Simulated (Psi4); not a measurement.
# BNH3 (SMILES B[NH]) at 3 levels

Aim: a comparison of 3 runs (UHF/STO-3G, UBP86/pcseg-1, UMP2/6-311++G(3df,3pd)) of BNH3. 

The results are computed with Psi4 1.11.

6 further runs of the same task are left out: 1 that didn't finish, 5 set aside as unsound or not needed.

## Step 1: The system as given

The species is BNH3 (5 atoms), meant as a doublet with charge 0. SMILES: `B[NH]`. Geometry: relaxed at PBE0-D4/def2-TZVP.

Bond lengths: B1–N2 1.329 Å, B1–H3 1.210 Å, B1–H4 1.204 Å, N2–H5 0.999 Å. Angles: B1–N2–H5 163.9°, N2–B1–H3 118.8°, N2–B1–H4 121.2°, H3–B1–H4 119.9°.

## Step 2: Energy and gradient at UHF/STO-3G (run 1)

Input file input.json:

```json
{
 "schema_name": "qcschema_input",
 "schema_version": 1,
 "molecule": {
  "schema_name": "qcschema_molecule",
  "schema_version": 2,
  "symbols": ["B", "N", "H", "H", "H"],
  "geometry": [-0.58732688, -0.69938764, -0.17309891, 1.00382252, 1.23814856, -0.03741658, -0.7838584, -2.09268271, 1.62988878, -1.82188496, -1.08300204, -2.04449469, 2.28354505, 2.49765102, 0.54669777],
  "molecular_charge": 0,
  "molecular_multiplicity": 2,
  "fix_symmetry": "c1",
  "fix_com": true,
  "fix_orientation": true
 },
 "driver": "gradient",
 "model": {
  "method": "hf",
  "basis": "STO-3G"
 },
 "keywords": {
  "reference": "uhf",
  "puream": true,
  "e_convergence": 1e-09,
  "d_convergence": 1e-08,
  "scf_type": "pk",
  "maxiter": 200,
  "scf_properties": ["LOWDIN_CHARGES", "MAYER_INDICES", "QUADRUPOLE"]
 }
}
```

Command:

```sh
$ psi4 --qcschema input.json -n 1 --memory 1600MB
```

stdout:

```text
[...]
  Running in c1 symmetry.
[...]
  Nuclear repulsion =   27.148135794361355
[...]
  Multiplicity = 2
[...]
  Nalpha       = 8
  Nbeta        = 7
[...]
    Number of basis functions: 13
[...]
   @UHF iter   1:   -79.75916590964070   -1.68398e+00   1.41973e-02 ADIIS/DIIS
[...]
   @UHF iter  15:   -79.81173395167312   -7.10543e-14   8.16522e-09 DIIS
[...]
   @S^2 Observed:                7.792718245E-01
[...]
    Orbital Energies [Eh]
    ---------------------
    Alpha Occupied:
       1A    -15.358445     2A     -7.384087     3A     -1.131563
       4A     -0.710795     5A     -0.554742     6A     -0.527410
       7A     -0.424453     8A     -0.367972
    Alpha Virtual:
       9A      0.351944    10A      0.541028    11A      0.716350
      12A      0.826944    13A      1.021282
    Beta Occupied:
       1A    -15.327526     2A     -7.391329     3A     -0.994058
[...]
  @UHF Final Energy:   -79.81173395167312
   => Energetics <=
    Nuclear Repulsion Energy =             27.1481357943613553
    One-Electron Energy =                -161.7542236638497286
    Two-Electron Energy =                  54.7943539178152434
    Total Energy =                        -79.8117339516731192
  UHF NO Occupations:
  HONO-2 :    6  A 1.9972189
  HONO-1 :    7  A 1.9909934
[...]
  -Total Gradient:
     Atom            X                  Y                   Z
    ------   -----------------  -----------------  -----------------
       1        0.026654699887     0.036891842099    -0.004731056622
       2        0.009214448975     0.002810309971     0.014099857041
       3       -0.002352074785    -0.017059441943     0.022187111453
       4       -0.015512432841    -0.006503503283    -0.020850007648
       5       -0.018004641236    -0.016139206843    -0.010705904224
[...]
```

The result, in JSON:

```text
{
 "driver": "gradient",
 "model": {
  "method": "hf",
  "basis": "STO-3G"
 },
 "success": true,
 "return_result": [0.02665469988668634, 0.036891842098714156, -0.004731056621517793, 0.009214448974815229, 0.0028103099712167012, 0.014099857040987568, -0.0023520747849594265, -0.017059441943375997, 0.022187111452767555, -0.015512432840514928, -0.006503503283309571, -0.02085000764793596, -0.01800464123619827, -0.016139206843175935, -0.010705904224299886],
 "properties": {
  "calcinfo_nbasis": 13,
  "calcinfo_nmo": 13,
  "calcinfo_nalpha": 8,
  "calcinfo_nbeta": 7,
  "calcinfo_natom": 5,
  "nuclear_repulsion_energy": 27.148135794361355,
  "return_energy": -79.81173395167312,
  "return_gradient": [0.02665469988668634, 0.036891842098714156, -0.004731056621517793, 0.009214448974815229, 0.0028103099712167012, 0.014099857040987568, -0.0023520747849594265, -0.017059441943375997, 0.022187111452767555, -0.015512432840514928, -0.006503503283309571, -0.02085000764793596, -0.01800464123619827, -0.016139206843175935, -0.010705904224299886],
  "scf_one_electron_energy": -161.75422366384973,
  "scf_two_electron_energy": 54.79435391781524,
  "scf_dipole_moment": [0.48120873951895593, 0.5221438191756143, 0.14309588486854086],
  "scf_total_energy": -79.81173395167312,
  "scf_total_gradient": [0.02665469988668634, 0.036891842098714156, -0.004731056621517793, 0.009214448974815229, 0.0028103099712167012, 0.014099857040987568, -0.0023520747849594265, -0.017059441943375997, 0.022187111452767555, -0.015512432840514928, -0.006503503283309571, -0.02085000764793596, -0.01800464123619827, -0.016139206843175935, -0.010705904224299886],
  "scf_iterations": 15
 }
}
```

Run time: 1.6 s. Hardware: 1 thread of Intel Xeon 6975P-C (Granite Rapids), shared host; peak memory 0.18 GiB.

## Step 3: A single-point energy at UBP86/pcseg-1 (run 2)

Input file job.py:

```python
import psi4

psi4.set_memory('1600 MB')
psi4.set_num_threads(1)
psi4.core.set_output_file('run.log', False)

m = psi4.geometry("""
0 2
B     -0.58732688    -0.69938764    -0.17309891
N      1.00382252     1.23814856    -0.03741658
H     -0.78385840    -2.09268271     1.62988878
H     -1.82188496    -1.08300204    -2.04449469
H      2.28354505     2.49765102     0.54669777
units au
symmetry c1
no_reorient
no_com
""")

options = {'basis': 'pcseg-1', 'reference': 'uks', 'puream': True, 'e_convergence': 1e-09, 'd_convergence': 1e-08, 'scf_type': 'pk', 'dft_radial_points': 99, 'dft_spherical_points': 590, 'maxiter': 200}
psi4.set_options(options)

e_tot = psi4.energy('bp86', molecule=m)
print(f'total energy {e_tot:.8f} hartree = {e_tot * 27.211386:.5f} eV')
```

Command:

```sh
$ python job.py
```

run.log:

```text
[...]
  Running in c1 symmetry.
[...]
  Nuclear repulsion =   27.148135794361355
[...]
  Multiplicity = 2
[...]
  Nalpha       = 8
  Nbeta        = 7
[...]
    Number of basis functions: 43
[...]
   @UKS iter   1:   -81.06402749965483   -2.82352e-01   1.66775e-02 ADIIS/DIIS
[...]
   @UKS iter  13:   -81.33451846979403   -3.12639e-13   1.98807e-09 DIIS
[...]
   @S^2 Observed:                7.548099005E-01
[...]
  @UKS Final Energy:   -81.33451846979403
   => Energetics <=
    Nuclear Repulsion Energy =             27.1481357943613553
    One-Electron Energy =                -162.4588324092213725
    Two-Electron Energy =                  65.9974502803634806
    DFT Exchange-Correlation Energy =     -12.0212721352975151
    Empirical Dispersion Energy =           0.0000000000000000
    VV10 Nonlocal Energy =                  0.0000000000000000
    Total Energy =                        -81.3345184697940340
[...]
 Multipole Moments:
 ------------------------------------------------------------------------------------
     Multipole            Electronic (a.u.)      Nuclear  (a.u.)        Total (a.u.)
 ------------------------------------------------------------------------------------
 L = 1.  Multiply by 2.5417464519 to convert [e a0] to [Debye]
 Dipole X            :         -3.4060202            3.7679249            0.3619048
 Dipole Y            :         -4.1400071            4.4920680            0.3520609
 Dipole Z            :          1.1673493           -0.9953188            0.1720305
 Magnitude           :                                                    0.5334008
[...]
```

On the terminal:

```text
total energy -81.33451847 hartree = -2213.22498 eV
```

Run time: 6.3 s. Hardware: 1 thread of Intel Xeon 6975P-C (Granite Rapids), shared host; peak memory 0.54 GiB.

## Step 4: The energy at UMP2/6-311++G(3df,3pd) (density fitting, density fitting for correlation) (run 3)

Input file bh3n.xyz:

```xyz
5
BH3N
B     -0.310800    -0.370100    -0.091600
N      0.531200     0.655200    -0.019800
H     -0.414800    -1.107400     0.862500
H     -0.964100    -0.573100    -1.081900
H      1.208400     1.321700     0.289300
```

Input file calc.py:

```python
import psi4

psi4.set_memory('1600 MB')
psi4.set_num_threads(1)
psi4.core.set_output_file('psi4.out', False)

with open('bh3n.xyz') as f:
    atoms = ''.join(f.readlines()[2:])
m = psi4.geometry('0 2\n' + atoms + 'symmetry c1')

psi4.set_options({
    'basis': '6-311++G(3df,3pd)',
    'reference': 'uhf',
    'freeze_core': True,
    'mp2_type': 'df',
})

e, wfn = psi4.energy('mp2', molecule=m, return_wfn=True)
print('E =', round(e, 9))
```

Command:

```sh
$ python calc.py
```

psi4.out:

```text
[...]
  Running in c1 symmetry.
[...]
  Nuclear repulsion =   27.148135806541628
[...]
  Multiplicity = 2
[...]
  Nalpha       = 8
  Nbeta        = 7
[...]
    Number of basis functions: 132
[...]
   @DF-UHF iter   1:   -80.72452022719357   -8.69454e-01   3.44419e-03 DIIS/ADIIS
[...]
   @DF-UHF iter  15:   -80.87246620979239   -3.05533e-12   2.96618e-09 DIIS
[...]
   @S^2 Observed:                7.739967815E-01
[...]
  @DF-UHF Final Energy:   -80.87246620979239
   => Energetics <=
    Nuclear Repulsion Energy =             27.1481358065416281
    One-Electron Energy =                -162.3027978895515844
    Two-Electron Energy =                  54.2821958732175673
    Total Energy =                        -80.8724662097923783
  UHF NO Occupations:
  HONO-2 :    6  A 1.9967244
  HONO-1 :    7  A 1.9946397
[...]
 Multipole Moments:
 ------------------------------------------------------------------------------------
     Multipole            Electronic (a.u.)      Nuclear  (a.u.)        Total (a.u.)
 ------------------------------------------------------------------------------------
 L = 1.  Multiply by 2.5417464519 to convert [e a0] to [Debye]
 Dipole X            :          0.5427104           -0.1195010            0.4232094
 Dipole Y            :          0.7417373           -0.2989976            0.4427398
 Dipole Z            :         -0.0812299            0.2333867            0.1521567
 Magnitude           :                                                    0.6310914
[...]
```

The script printed:

```text
E = -81.15705553
```

Wall time 2.7 s (1 thread of Intel Xeon 6975P-C (Granite Rapids), shared host); peak memory 0.24 GiB.

## Step 5: All runs side by side

```csv
run,level,task,integration grid,energy (Eh),dipole moment (D),HOMO energy (eV),LUMO energy (eV),wall time
1,UHF/STO-3G,gradient,–,-79.811734,1.84,-9.59,7.15,1.6 s
2,UBP86/pcseg-1,energy,99 radial × 590 angular,-81.334518,1.36,-6.32,-4.53,6.3 s
3,"UMP2/6-311++G(3df,3pd) (density fitting, density fitting for correlation)",energy,–,-81.157056,–,-11.70,1.18,2.7 s
```

## Step 6: Outcome

```
                                                         quantity         value
                                              run 3: total energy  -81.15706 Eh
run 3: HOMO energy (Hartree–Fock orbitals) (highest over α and β)     -11.70 eV
 run 3: LUMO energy (Hartree–Fock orbitals) (lowest over α and β)       1.18 eV
               run 3: correlation energy (2 core orbitals frozen)    -284.6 mEh
                         run 3: ⟨S²⟩ of the reference determinant         0.774
```

What this shows: In run 1 the basis is minimal, so the values are rough. All runs together took 11 s, the longest 6.3 s.
